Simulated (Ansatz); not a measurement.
# HBS (hydrogen boron sulfide): levels of theory compared

Aim: a comparison of 6 runs (B2PLYP/STO-3G, SVWN5/STO-3G, wB97M-V/STO-3G, RPA@PBE/STO-3G, UCCSD(T)/STO-3G, FCI/STO-3G) of HBS (hydrogen boron sulfide). 

The results are computed with Ansatz 0.2.0.

63 further runs of the same task are left out: 8 that didn't finish, 55 set aside as unsound or not needed.

## 1. The structure to begin with

HBS has 3 atoms, charge 0, and is taken as a singlet. SMILES: `B=S`. The S2–B1 distance was set to 2.397 Å, away from the relaxed value.

Bond lengths: B1–H3 1.175 Å. A long bond or contact: B1–S2 2.397 Å.

## 2. The energy at B2PLYP/STO-3G (run 1)

Input file input.yaml:

```yaml
crystal:
  periodic: [false, false, false]
  atoms:
    - symbol: B
      position_ang: [-0.257582, -0.095663, 0.898795]
    - symbol: S
      position_ang: [0.399170, 0.147640, -1.393290]
    - symbol: H
      position_ang: [-0.579432, -0.214183, 2.022575]
basis:
  gaussian:
    orbitals: STO-3G
correlation:
  frozen_orbitals: {B: 1, H: 0, S: 5}
accuracy: high
hamiltonian:
  xc: {name: B2PLYP}
```

On the command line:

```console
$ ansatz run input.yaml --threads 1 --pin off --max-ram 3480MiB --events-out events.jsonl --progress --plain --runs-dir runs
```

The program printed:

```text
Warning: RAYON_NUM_THREADS=1 ignored (pool sized by the plan → 1); use --threads N
Functional definition: B2PLYP
  name "B2PLYP"
  parameter a = 0.53
  parameter c = 0.27
  exchange = (1 - a)*b88_x + a*exact_x
  correlation = (1 - c)*lyp_c + c*(mp2_os + mp2_ss)
237 factors; integrals over basis functions are off by at most 2.6e-8 eV
mean field evaluation 1: about -11378.7131 eV, gradient 3.4e1 eV
mean field evaluation 2: about -11378.6879 eV, gradient 3.4e1 eV
mean field evaluation 4: about -11379.6468 eV, gradient 3.2e1 eV
mean field evaluation 8: about -11381.4797 eV, gradient 2.8e1 eV
mean field evaluation 16: about -11385.8601 eV, gradient 8.2e-5 eV
mean field evaluation 32: about -11335.0105 eV, gradient 3.4e1 eV
mean field -11385.86011148 eV, -418.4226414838 hartree, gradient 2.1e-8 eV, S^2 0.000000; 0 other end points of the search recorded, 0 dependent functions left out; unrestricted orbitals would lower it
6 core orbitals not correlated: weight in the atoms' cores, before any rotation towards them, 1.000 or more for the frozen orbitals, at most 0.000 for the correlated occupied ones
reference -11385.86012701 eV, -418.4226420543 hartree; 5, 5 occupied and 4, 4 virtual orbitals, 237 factors
second order -4.53449602 eV of doubles, -0.00000000 eV of singles
Total energy: -11387.08444093 eV, -418.4676347611 hartree
```

Run time: 1.1 s. Hardware: 1 thread of Arm Neoverse V1, shared host.

## 3. A single-point energy at SVWN5/STO-3G (run 2)

Input file run.yaml:

```yaml
crystal:
  periodic: [false, false, false]
  atoms:
    - {symbol: B, position_ang: [-0.257582, -0.095663, 0.898795]}
    - {symbol: S, position_ang: [0.399170, 0.147640, -1.393290]}
    - {symbol: H, position_ang: [-0.579432, -0.214183, 2.022575]}
basis:
  gaussian: {orbitals: STO-3G}
hamiltonian: {xc: {name: SVWN5}}
accuracy: high
```

On the command line:

```console
$ ansatz run run.yaml --threads 1 --pin off --max-ram 3480MiB --events-out events.jsonl --progress --plain --runs-dir runs
```

The program printed:

```text
Warning: RAYON_NUM_THREADS=1 ignored (pool sized by the plan → 1); use --threads N
Functional definition: SVWN5
  name "SVWN5"
  exchange = slater_x
  correlation = vwn5_c
237 factors; integrals over basis functions are off by at most 2.6e-8 eV
mean field evaluation 1: about -11342.6009 eV, gradient 2.7e1 eV
mean field evaluation 2: about -11216.0123 eV, gradient 8.8e1 eV
mean field evaluation 4: about -11328.6157 eV, gradient 4.6e1 eV
mean field evaluation 8: about -11346.6587 eV, gradient 3.1e-1 eV
mean field -11346.65975533 eV, -416.9820549662 hartree, gradient 1.6e-8 eV, S^2 0.000000; 0 other end points of the search recorded, 0 dependent functions left out
reference -11346.65975684 eV, -416.9820550217 hartree; 11, 11 occupied and 4, 4 virtual orbitals, 237 factors
Total energy: -11346.65975684 eV, -416.9820550217 hartree
```

It took 0.44 s on 1 thread of Arm Neoverse V1, shared host.

## 4. The energy at wB97M-V/STO-3G (run 3)

Input file in.yaml:

```yaml
basis:
  gaussian:
    orbitals: STO-3G
crystal:
  periodic: [false, false, false]
  atoms:
    - {symbol: B, position_ang: [-0.257582, -0.095663, 0.898795]}
    - {symbol: S, position_ang: [0.399170, 0.147640, -1.393290]}
    - {symbol: H, position_ang: [-0.579432, -0.214183, 2.022575]}
accuracy: high
hamiltonian:
  xc: {name: wB97M-V}
```

On the command line:

```console
$ ansatz run in.yaml --threads 1 --pin off --max-ram 3480MiB --events-out events.jsonl --progress --plain --runs-dir runs
```

The program printed, shortened:

```text
Warning: RAYON_NUM_THREADS=1 ignored (pool sized by the plan → 1); use --threads N
Functional definition: wB97M-V
  name "wB97M-V"
[...]
  gx(w, u) = 1 - cx + cx01*u + cx10*w
  gss(w, u) = css00 + css04*u^4 + css10*w + css20*w^2 + css43*w^4*u^3
  gos(w, u) = cos00 + cos10*w + (cos20 + cos21*u)*w^2 + (cos60 + cos61*u)*w^6
[...]
      + integral(e_c_pw_mod_opposite_spin*gos(b97_w_opposite, b97_u_opposite)) + vv10(b, c)
237 factors; integrals over basis functions are off by at most 2.6e-8 eV
111 factors; integrals over basis functions are off by at most 1.1e-9 eV
[...]
mean field -11392.95457140 eV, -418.6833580771 hartree, gradient 8.2e-8 eV, S^2 0.000000; 0 other end points of the search recorded, 0 dependent functions left out
reference -11392.95457338 eV, -418.6833581499 hartree; 11, 11 occupied and 4, 4 virtual orbitals, 237 factors
Total energy: -11392.95457338 eV, -418.6833581499 hartree
```

It took 8.7 s on 1 thread of Arm Neoverse V1, shared host; peak memory 0.2 GiB.

Runs 4 to 5 aren't shown in full; the table further down has their settings and results.

## 5. The energy at FCI/STO-3G (run 6)

Input file molecule.yaml:

```yaml
crystal:
  periodic: [false, false, false]
  atoms:
    - {symbol: B, position_ang: [-0.257582, -0.095663, 0.898795]}
    - {symbol: S, position_ang: [0.399170, 0.147640, -1.393290]}
    - {symbol: H, position_ang: [-0.579432, -0.214183, 2.022575]}
basis:
  gaussian:
    orbitals: STO-3G
accuracy: high
correlation:
  method: fci
  frozen_orbitals: {B: 1, H: 0, S: 5}
```

On the command line:

```console
$ ansatz run molecule.yaml --threads 1 --pin off --max-ram 3480MiB --events-out events.jsonl --progress --plain --runs-dir runs
```

The program printed, shortened:

```text
Warning: RAYON_NUM_THREADS=1 ignored (pool sized by the plan → 1); use --threads N
Functional definition: HF
  name "HF"
[...]
237 factors; integrals over basis functions are off by at most 2.6e-8 eV
[...]
mean field -11370.52847915 eV, -417.8592143876 hartree, gradient 3.3e-8 eV, S^2 0.000000; 1 other end points of the search recorded, 0 dependent functions left out; unrestricted orbitals would lower it
6 core orbitals not correlated: weight in the atoms' cores, before any rotation towards them, 1.000 or more for the frozen orbitals, at most 0.000 for the correlated occupied ones
reference -11370.52847915 eV, -417.8592143876 hartree; 5, 5 occupied and 4, 4 virtual orbitals, 237 factors
state -11374.51198494 eV, -418.0056055255 hartree
Total energy: -11374.51198494 eV, -418.0056055255 hartree
```

Wall time 0.38 s (1 thread of Arm Neoverse V1, shared host).

## 6. Overview of the runs

```
run            level  frozen core orbitals  energy (Eh)  wall time
  1    B2PLYP/STO-3G                     6  -418.467635      1.1 s
  2     SVWN5/STO-3G                     –  -416.982055     0.44 s
  3   wB97M-V/STO-3G                     –  -418.683358      8.7 s
  4   RPA@PBE/STO-3G                     6  -418.054294      1.1 s
  5  UCCSD(T)/STO-3G                     6  -417.999842      1.4 s
  6       FCI/STO-3G                     6  -418.005606     0.38 s
```

## 7. Summary of results

| quantity | value |
| --- | --- |
| run 6: total energy | -418.00561 Eh |
| run 6: correlation energy (6 core orbitals frozen) | -146.4 mEh |

What this shows: Against full CI in this basis: UCCSD(T) +5.8 mEh. Totals of different functionals can't be ranked against each other. In runs 1, 4 the log says that unrestricted orbitals would lower the reference, so the values rest on an unstable closed-shell determinant (other closed-shell runs at this shape may share the fault). In runs 1, 2, 3, 4, 5, 6 the basis is minimal, so the values are rough. Spin contamination of the reference: run 5 ⟨S²⟩ = 1.48. Where it is this large, the reference is a mixture of spin states, and values that rest on it are in doubt. All runs together took 13 s, the longest 8.7 s.
